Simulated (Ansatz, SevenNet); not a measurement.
Elastic constant C66 (GPa) of 20 elemental metals, computed with the machine-learned potential SevenNet-l3i5 (trained on PBE and PBE+U data) and with PBE (Ansatz, a first-principles code, plane waves, PAW). The set holds measured phases with no doubt noted on the run or the magnetic state but for the caveats below. Solids without a value at one level (not run, failed, or a magnetic order lost), or held back for tests, aren't counted.

All rows, in order of the shift (worked out from unrounded values):

```
solid                       SevenNet-l3i5   PBE  shift (%)
--------------------------  -------------  ----  ---------
hcp Sc                               30.7  31.5       +2.7
body-centred tetragonal In           2.65  2.77       +4.5
hcp Mg                               11.1  20.0        +80
hcp Zr                               21.2  39.2        +85
hcp Y                                13.9  26.0        +87
hcp Co                               45.6  91.3       +100
hcp Re                               81.2   171       +111
hcp Lu                               14.2  31.2       +120
hcp Hf                               23.6  55.4       +135
hcp Os                                109   255       +135
hcp Tl                               0.99  2.44       +148
double-hcp La                        6.80  17.1       +152
α-phase Ga                           10.9  28.3       +160
hcp Ru                               72.7   193       +165
white tin (β-Sn)                     7.96  21.3       +167
hcp Cd                               8.46  22.8       +169
hcp Zn                               24.1  69.0       +187
hcp Tc                               46.7   135       +189
hcp Be                               50.1   150       +200
hcp Ti                               12.2  46.7       +282
```

The shift from SevenNet-l3i5 to PBE has a median of +141 %, and eight in ten lie between +73 % and +190 %; PBE is the larger in 20 of 20. Each level is at its own cell, so the shift holds the change of volume too.

Ansatz's runs of these crystals have no spin polarisation, but for hcp Co.

Density-functional runs with spin start from parallel moments for hcp Co.

Spin–orbit coupling is left out, also for the solids with elements from indium on (body-centred tetragonal In, hcp Os, white tin (β-Sn), double-hcp La, hcp Tl, hcp Re, hcp Hf, hcp Lu); its size isn't shown.

Each level is taken at its own relaxed cell. Ansatz's density-functional and Hartree–Fock values are scalar-relativistic unless marked +SOC, with PAW data made under PBE.
